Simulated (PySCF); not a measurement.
# Unknown: peak-picked proton spectrum

Formula C5H5N. The spectrum was simulated from the full spin Hamiltonian at 600 MHz with 0.8 Hz Lorentzian lines, from shifts rounded to 0.01 ppm and J to 0.1 Hz, couplings under 1 Hz left out.

Maxima in ppm (height), grouped by integral:
1H: 7.179 (11), 7.175 (24), 7.174 (26), 7.172 (19), 7.170 (45), 7.168 (19), 7.167 (26), 7.165 (24), 7.161 (12)
2H: 3.274 (58), 3.273 (96), 3.271 (62), 3.269 (62), 3.267 (95), 3.266 (58)
2H: 1.333 (60), 1.332 (100), 1.330 (94), 1.328 (100), 1.327 (59)

13C{1H} NMR (computed): δ 120.8 (C), 120.8 (C), 113.3 (CH), 18.6 (CH2), 11.9 (CH2).

PySCF 2.14.0 with density-fitted response routines calculation with shielding tensors at PBE0/pcSseg-1 (GIAO), J couplings at B3LYP/pcJ-1 (spin–dipole term only in couplings to heteroatoms) and coordinates at the PBE0-D3(BJ)/def2-SVP level; isolated molecule, equivalent nuclei averaged, non-relativistic, one computed conformer.

Shifts are taken against calculated references (same method and geometry level): 1H (σref 31.27) and 13C (σref 184.41) against TMS.

(1) Analyse the multiplets.

(2) What is the compound?

Results:

(1) 1H NMR (600 MHz, computed): δ 7.17 (tt, J = 3.2, 2.1 Hz, 1H), 3.27 (m, 2H), 1.33 (m, 2H). These are first-order names from the parameters used; overlap and second-order distortion can hide them in the list.

(2) SMILES N#CCC1=CC1.

Mapped SMILES: `[N:1]#[C:2][CH2:3][C:4]1=[CH:5][CH2:6]1`. Hydrogens are named by the atom that carries them.

δ 7.17: H(C5), hydrogen on an alkene CH, coupled to H(C3) (3.2 Hz), H(C6) (2.1 Hz). δ 3.27: H(C3), hydrogen on an allylic sp3 CH2, coupled to H(C5) (3.2 Hz), H(C6) (1.8 Hz). δ 1.33: H(C6), hydrogen on a three-membered-ring carbon, coupled to H(C5) and H(C3) (2.0 Hz).

The shifts were computed for this structure.

Splittings below 1 Hz are ignored in the labels, and close J values are merged. Couplings among chemically equivalent protons are left out too, so labels in AA′BB′ or AA′XX′ sets are apparent multiplicities. Unscaled 3J(H,H) at this level run about 10 % above measured values. Shifts are as computed. Against solution values, carbons near 30 ppm lie about +2 ppm off and those near 130 ppm about +5 ppm. Of 1211 compounds with measured shifts, 218 miss one by over three times the rms of a fit or turn the order of signals round; such compounds aren't used in these exercises.
